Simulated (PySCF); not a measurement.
Gas-phase reaction: P4 + 2 PH3 = 6 PH

Method: PySCF energies (xtb for GFN2) plus ideal-gas RRHO corrections (1 bar). Table values come from the NASA 1993 polynomials. † marks an energy on the PBE0/def2-TZVP geometry and frequencies; other levels use their own. CCSD(T) freezes the core. Open shells (unrestricted): PH (multiplicity 3); the rest are closed-shell singlets. GFN2 has no spin-polarisation term. CCSD(T) isn't extrapolated to the basis-set limit. The table's entry may be an old estimate for P4, PH (not checked at source).

```tsv
level	ΔH°(298 K), kJ
table	1346.8
CCSD(T)/def2-SVP†	1071.6
CCSD(T)/def2-TZVPP†	[?]
GFN2-xTB	1578.0
HF/def2-TZVP†	[?]
M06-2X/def2-TZVP†	[?]
```

Q: Complete the blanks.

A: 
- CCSD(T)/def2-TZVPP†, ΔH°(298 K), kJ: 1247.4
- HF/def2-TZVP†, ΔH°(298 K), kJ: 599.0
- M06-2X/def2-TZVP†, ΔH°(298 K), kJ: 1364.9
